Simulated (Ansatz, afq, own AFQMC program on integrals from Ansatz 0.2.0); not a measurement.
**Atomization energy of C$_{2}$H$_{5}$N, singlet**

```xyz
8

C    -0.7147    0.7527   -0.7923
N     0.4425    0.3112   -0.5547
C     0.6268   -0.5647    0.5666
H    -1.6048    0.5005   -0.1781
H    -0.8762    1.4255   -1.6474
H    -0.2991   -0.7744    1.1405
H     1.0500   -1.5204    0.2165
H     1.3756   -0.1304    1.2489
```

Atoms in their ground-state spins without spin–orbit coupling (mostly on UHF) minus the molecule (RHF), without zero-point energy. The geometry is a stationary point, not shown to be a minimum.

Basis def2-TZVP. Only valence electrons are correlated. AFQMC by an in-house program on the Cholesky factors that Ansatz 0.2.0 writes for its CCSD(T) run. ph-AFQMC/CISD is guided by a CISD state made of CCSD amplitudes; releasing the constraint for a short imaginary time cuts its bias at the price of noise, slowly where states lie close. ± is one standard error of the sampling. The errors of all members are added in quadrature.

No full CI on the walks' own integrals is used here. The released AFQMC energy serves as the reference, which it does only where one determinant dominates, the energy is flat over the last release times and near the phaseless one (40 meV or 2 meV an electron, half that with transition metals). On small molecules, where full CI could be run and the noise was under 10 meV, such values lay within 10 meV of it in 19 cases of 20, a flattering rate, since the rule was set on those same cases; what remains of the bias isn't in the error bar. Each member takes its own surest rung, up to full CI.

Errors are counted within def2-TZVP, not against nature.

Cautions: C₂H₅N (singlet): the released value is read at 1.50 1/Eh with a noise of 11 meV, more than in the cases checked (meV from the phaseless value at times in 1/Eh: -3 ± 6 at 0.24, -6 ± 9 at 0.51, -2 ± 9 at 0.99, 14 ± 11 at 1.50); other spins of the molecule weren't checked.

Reference (AFQMC with the constraint released): 30.426 ± 0.011 eV.

| level | atomization energy (eV) | error against released AFQMC (eV) |
| --- | --- | --- |
| HF | 22.481 | -7.945 ± 0.011 |
| MP2 | 30.712 | 0.286 ± 0.011 |
| CCSD | 29.968 | -0.458 ± 0.011 |
| CCSD(T) | 30.436 | 0.010 ± 0.011 |
| ph-AFQMC/HF | 30.677 ± 0.039 | 0.251 ± 0.040 |
| ph-AFQMC/CISD | 30.454 ± 0.007 | 0.028 ± 0.013 |

Correlation beyond CCSD(T) changes it by less than twice the noise. The perturbative (T) step is worth +0.468 eV.

Released energies are given only where the last usable release times agree within the noise; a slower fall can still hide under it.
